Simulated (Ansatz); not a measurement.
**CH4S2 (methyl hydrodisulfide): the vertical energy of the triplet above the singlet from total energies**

CH4S2: 7 atoms, total charge 0, spin state singlet. As SMILES, `CSS`. The coordinates come from a PBE0-D4/def2-TZVP relaxation. This is one conformer, not always the lowest.

Both states at this one shape; open shells run unrestricted unless said. 1 Eh = 27.2114 eV.

```
             level  program  singlet CH4S2 (Eh)  triplet CH4S2 (Eh)
          HF/3-21G   Ansatz         -831.065228         -830.913249
revPBE/aug-cc-pVDZ   Ansatz         -836.750715         -836.606463
```

Q: Work out the vertical gap, second state less first, at each level.

A: 
1. HF/3-21G: -830.913249 − (-831.065228) = 0.151979 Eh = 4.14 eV.
2. revPBE/aug-cc-pVDZ: -836.606463 − (-836.750715) = 0.144252 Eh = 3.93 eV.

No measured value is set beside it here; the levels span 3.93 to 4.14 eV.
